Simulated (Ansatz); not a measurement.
## CHOP: structure from calculated spectroscopic constants

These gas-phase data were calculated for one isomer of CHOP at PBE0-D3(BJ)/def2-SVP (harmonic, unscaled wavenumbers; equilibrium rotational constants with average atomic masses):

| Quantity | Value |
| --- | --- |
| rotational constants | 675.8, 5.42, 5.377 GHz |
| all wavenumbers above 1500 cm⁻¹ | 3799, 1777 |
| dipole moment | 2.25 D (PBE0/def2-TZVPD) |

Candidates:

(1) `O=C=P`, a singlet
(2) `OC#P`, a singlet

Assign the data to one candidate and say why.

Candidate (2). The band at 3799 cm⁻¹ lies where the O–H stretch is expected; (1) has no mode between 3300 and 4000 cm⁻¹.

The same quantities for all candidates:

```tsv
	rotational constants (GHz)	wavenumbers above 1500 cm⁻¹	dipole (D)	E above the lowest, PBE0-D3(BJ)/def2-SVP (kcal/mol)
(1)	251.3, 5.564, 5.444	2397, 2148	0.81	0.0
(2)	675.8, 5.42, 5.377	3799, 1777	2.25	20.9
```

Harmonic stretches to hydrogen usually lie a few per cent above observed fundamentals. Each candidate is one conformer. Programs: Ansatz 0.2.0.
